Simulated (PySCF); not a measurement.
Gas-phase reaction: 2 AlCH3 + C4H8 (cis-2-butene) → 2 Al + 2 C3H7 (i-propyl)

Energies from PySCF (xtb for GFN2), thermal terms from the rigid-rotor harmonic-oscillator model, ideal gas at 1 bar. S°(298 K) at PBE0/def2-TZVP differs from the NASA 1993 table for C4H8 (cis-2-butene) (-6 J/mol/K); whether the harmonic model or the table's entry is off was not settled. † marks an energy on the PBE0/def2-TZVP geometry and frequencies; other levels use their own. 6-31G* has spherical d functions here. Open shells (unrestricted): Al (multiplicity 2, electronic degeneracy 6), C3H7 (i-propyl) (multiplicity 2); the rest are closed-shell singlets. GFN2 has no spin-polarisation term. Spin-orbit splitting is ignored; it lowers the true energy and changes the entropy of Al. B3LYP is the form with VWN-RPA correlation. AlCH3: computed as isolated molecules; such fragments, hydroxides, amides, oligomers or adducts are transient or little studied in the gas. The harmonic model lacks anharmonicity and excited electronic states, which grow with temperature; levels with a mode under 35 cm⁻¹ are left out. Internal rotation in C4H8 (cis-2-butene), C3H7 (i-propyl) is treated as a harmonic vibration of one conformer, which makes the entropy rough.

```
level               ΔE electronic, kJ  ΔH°(298 K), kJ  ΔS°(298 K), J/K  ΔG°(1800 K), kJ
------------------  -----------------  --------------  ---------------  ---------------
B3LYP/def2-TZVP†                  444             451              142              190
BLYP/def2-TZVP†                   450             457              142              196
GFN2-xTB                          705             716              143              454
HF/6-31G*                         247             254              136                2
HF/def2-TZVP†                     266             273              142               12
M06-2X/def2-TZVP†                 493             500              142              239
r2SCAN/def2-TZVP†                 418             426              142              164
LDA/def2-TZVP†                    516             524              142              262
ωB97M-V/def2-TZVP†                490             497              142              236
```
ΔH° is lowest at HF/6-31G* and highest at GFN2-xTB. No reference value is set beside these.
